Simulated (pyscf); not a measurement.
Optimised with ωB97X-D3(BJ)/def2-SVP in PySCF.

### Question
Estimate by transition-state theory the rate constant of `[OH][SiH3]` + `[OH][GeH3]` → `[SiH3][O][GeH3]` + `[OH2]` (singlet surface; O–Si, H–O broken, O–Si, H–O formed) at 298 K, with ωB97M-D3(BJ)/def2-TZVP energies (ideal gas, 1 atm, RRHO with modes under 100 cm⁻¹ raised to 100, one conformer, R ln 2 for rigid chiral ones; no tunnelling).

### Answer
The electronic barrier is 20.6 kcal/mol and the thermal terms add +11.4, so ΔG‡ = 32.0 kcal/mol. With k_BT/h = 6.21e+12 s⁻¹ and RT = 0.592 kcal/mol, and a volume of 4.06e-20 cm³ per molecule at 1 atm, k = 8.9e-31 cm³ molecule⁻¹ s⁻¹. Wigner's tunnelling factor for 720i cm⁻¹ would be 1.50, likely too low at so high a frequency. A shift of 1 kcal/mol in the barrier changes k by a factor 5.4. On the reactant side the descent ends in a complex, 5.3 kcal/mol under the separated species and 24.9 kcal/mol under the saddle at ωB97X-D3(BJ)/def2-TZVP. On the product side the descent ends in a complex, 4.5 kcal/mol under the separated species and 28.9 kcal/mol under the saddle at ωB97X-D3(BJ)/def2-TZVP. This is the saddle that the search found; another between the same sides may lie lower. Elements up to Kr have no core potential and no relativistic terms here.
